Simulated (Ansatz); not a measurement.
Species, as SMILES: [O]O (O-OH), doublet.
Atoms: O1, O2, H3. Bonds: O1-O2, O2-H3.

How fast the highest harmonic wavenumber converges with the basis for several methods (Ansatz, a quantum-chemistry and plane-wave program): deviation from each method's own reference, in cm⁻¹. References: HF 4059 cm⁻¹, the value in def2-QZVPPD; MP2 3690 cm⁻¹, the value in def2-QZVPP; PBE 3434 cm⁻¹, the value in def2-QZVPPD; PBE0 3653 cm⁻¹, the value in def2-QZVPPD. All functions are spherical. In correlated methods cores are frozen. Core-valence sets carry the plain set on hydrogen. Open shells are unrestricted. No added dispersion term, no relativity. Each level at its own minimum, unscaled; the references are large sets that could be run, not limits.

```
basis        functions   HF  MP2  PBE  PBE0
-----------  ---------  ---  ---  ---  ----
def2-SVP            33   11   24  -54   -20
6-311G**            42   14   45    3    12
6-311+G**           50    2   17   -2     1
aug-cc-pVDZ         55    4  -46  -21   -12
def2-TZVP           68  -25  -50  -27   -22
cc-pVTZ             74    2    4    2     5
pcseg-2             74    5    4    3     4
def2-TZVPP          76    5   -1    3     5
def2-TZVPPD         97    3  -14    4     4
cc-pCVTZ           100   -4   -3   -6    -2
aug-cc-pVTZ        115   -9  -30   -7    -7
def2-QZVPP         144    2    0    5     4
```

Mean absolute deviation over 6-311G**, 6-311+G**, def2-TZVP, cc-pVTZ, pcseg-2, def2-TZVPP, def2-TZVPPD, cc-pCVTZ, aug-cc-pVTZ: PBE 6, PBE0 7, HF 8, MP2 19 cm⁻¹.
